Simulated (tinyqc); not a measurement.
Inside a calculation. Method: CIS and TDHF on RHF in the sto-3g basis, frozen core, for H2O, spin multiplicity 1. One step of it, computed by the program tinyqc.

Problem. CIS matrix, triplets. A(ia,jb) = (e_a - e_i) d_ij d_ab - (ij|ab).

orbital energies (hartree): MO1 -20.246725, MO2 -1.206459, MO3 -0.565410, MO4 -0.417391, MO5 -0.380168, MO6 0.467643, MO7 0.631452

Two-electron integrals over orbitals (pq|rs), unique and non-zero (hartree); the lowest 1 orbital is frozen and left out:
```
(22|22) 0.721836    (32|22) -0.004526   (32|32) 0.133219    (33|22) 0.614693
(33|32) 0.001956    (33|33) 0.595360    (42|22) -0.020123   (42|32) -0.002334
(42|33) 0.004375    (42|42) 0.129918    (43|22) -0.008009   (43|32) 0.028070
(43|33) -0.004129   (43|42) 0.007864    (43|43) 0.052957    (44|22) 0.669990
(44|32) 0.008192    (44|33) 0.570211    (44|42) -0.098664   (44|43) -0.007765
(44|44) 0.728468    (52|52) 0.149580    (53|52) 0.004204    (53|53) 0.026451
(54|52) -0.042559   (54|53) -0.002239   (54|54) 0.049277    (55|22) 0.753045
(55|32) 0.004823    (55|33) 0.601780    (55|42) -0.075097   (55|43) -0.010188
(55|44) 0.704442    (55|55) 0.880159    (62|22) -0.129537   (62|32) -0.009639
(62|33) -0.062919   (62|42) -0.030804   (62|43) 0.003842    (62|44) -0.071303
(62|55) -0.143028   (62|62) 0.093365    (63|22) -0.026112   (63|32) 0.042231
(63|33) -0.014949   (63|42) 0.009074    (63|43) 0.038430    (63|44) -0.015932
(63|55) -0.028948   (63|62) 0.012486    (63|63) 0.081577    (64|22) -0.120553
(64|32) 0.009030    (64|33) -0.045315   (64|42) 0.037096    (64|43) 0.009142
(64|44) -0.128555   (64|55) -0.139781   (64|62) 0.061899    (64|63) 0.023261
(64|64) 0.088556    (65|52) -0.053285   (65|53) -0.004476   (65|54) -0.004211
(65|65) 0.034600    (66|22) 0.584830    (66|32) 0.022764    (66|33) 0.546963
(66|42) 0.051219    (66|43) 0.016555    (66|44) 0.539829    (66|55) 0.570133
(66|62) -0.085779   (66|63) 0.012604    (66|64) -0.044906   (66|66) 0.582008
(72|22) -0.024936   (72|32) 0.052522    (72|33) -0.006768   (72|42) 0.000806
(72|43) -0.027835   (72|44) -0.017151   (72|55) -0.026431   (72|62) 0.005478
(72|63) -0.027977   (72|64) 0.012507    (72|66) -0.013926   (72|72) 0.069270
(73|22) 0.161081    (73|32) 0.014598    (73|33) 0.088092    (73|42) -0.071285
(73|43) -0.001357   (73|44) 0.151422    (73|55) 0.199570    (73|62) -0.069551
(73|63) -0.008572   (73|64) -0.089964   (73|66) 0.045348    (73|72) -0.016248
(73|73) 0.154575    (74|22) -0.004996   (74|32) -0.069795   (74|33) -0.004417
(74|42) -0.001188   (74|43) -0.008264   (74|44) -0.010816   (74|55) -0.008859
(74|62) 0.009800    (74|63) -0.051255   (74|64) -0.004569   (74|66) -0.020538
(74|72) -0.016504   (74|73) -0.015772   (74|74) 0.066165    (75|52) -0.009409
(75|53) 0.023521    (75|54) 0.000900    (75|65) 0.001577    (75|75) 0.025959
(76|22) 0.002452    (76|32) -0.087939   (76|33) -0.003429   (76|42) 0.008385
(76|43) -0.057032   (76|44) -0.011176   (76|55) -0.004045   (76|62) -0.002107
(76|63) -0.067678   (76|64) -0.011674   (76|66) -0.026367   (76|72) 0.002438
(76|73) -0.019399   (76|74) 0.054754    (76|76) 0.108965    (77|22) 0.615459
(77|32) -0.026924   (77|33) 0.585610    (77|42) -0.020037   (77|43) -0.019425
(77|44) 0.587553    (77|55) 0.617190    (77|62) -0.062722   (77|63) -0.035498
(77|64) -0.055337   (77|66) 0.540473    (77|72) -0.012172   (77|73) 0.097202
(77|74) 0.014872    (77|76) 0.025799    (77|77) 0.612509
```

Give: CIS matrix A, triplet.

Solution.

CIS matrix A, triplet (hartree):
```
         2>6      2>7      3>6     3>7      4>6      4>7     5>6     5>7
2>6   1.0893  -0.0025  -0.0228  0.0879  -0.0512  -0.0084  0.0000  0.0000
2>7  -0.0025   1.2225   0.0879  0.0269  -0.0084   0.0200  0.0000  0.0000
3>6  -0.0228   0.0879   0.4861  0.0034  -0.0166   0.0570  0.0000  0.0000
3>7   0.0879   0.0269   0.0034  0.6113   0.0570   0.0194  0.0000  0.0000
4>6  -0.0512  -0.0084  -0.0166  0.0570   0.3452   0.0112  0.0000  0.0000
4>7  -0.0084   0.0200   0.0570  0.0194   0.0112   0.4613  0.0000  0.0000
5>6   0.0000   0.0000   0.0000  0.0000   0.0000   0.0000  0.2777  0.0040
5>7   0.0000   0.0000   0.0000  0.0000   0.0000   0.0000  0.0040  0.3944
```
